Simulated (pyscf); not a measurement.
F–B(F)–F (SMILES FB(F)F) + SiH₄ (SMILES [SiH4]) → F–SiH₃ (SMILES F[SiH3]) + F–BH–F (SMILES FBF), a four-centre exchange (singlet surface; B–F, H–Si broken, F–Si, B–H formed). PySCF, gas phase, ωB97X-D3(BJ)/def2-SVP geometries. Energies in kJ/mol from the separated reactants.

AM1 to PM7: differences of heats of formation from MOPAC. 

Problem. In single points PM7 puts the saddle at 98.8 kJ/mol and the reaction energy at -18.9 kJ/mol. Should these be trusted to within a few kcal/mol? Compare with ωB97M-D3(BJ)/def2-TZVP.

Solution. ωB97M-D3(BJ)/def2-TZVP gives ΔE‡ = 106.0 kJ/mol and ΔE = +13.0 kJ/mol. PM7 lies 7.2 kJ/mol under it in the barrier and 31.9 kJ/mol under it in the reaction energy, so on this step it does not hold to within 12.6 kJ/mol. ωB97M-D3(BJ)/def2-TZVP has limits of its own. This is the saddle that the search found; another between the same sides may lie lower.
